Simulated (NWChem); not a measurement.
# C$_{4}$H$_{6}$; SMILES CC#CC

Results from NWChem. Pople sets run with spherical d functions. All runs use the structure optimised with PBE0/def2-SVP.

Taking B3LYP/def2-TZVP as the yardstick, which of these has the fewest basis functions while keeping “highest occupied level (eV)” within 0.05 eV of it: B3LYP/def2-SVP; B3LYP/3-21G; B3LYP/STO-3G; B3LYP/6-31G*; B3LYP/def2-SVPD?

B3LYP/def2-SVPD.
```
level            basis functions  highest occupied level (eV)  relative time (rough)
---------------  ---------------  ---------------------------  ---------------------
B3LYP/STO-3G                  26                        -5.08                      1
B3LYP/3-21G                   48                        -6.68                      1
B3LYP/6-31G*                  68                        -6.52                      1
B3LYP/def2-SVP                86                        -6.75                      2
B3LYP/def2-SVPD              128                        -6.90                      6
B3LYP/def2-TZVP              160                        -6.87                     10
```

The yardstick is one finite set, not the basis-set limit.
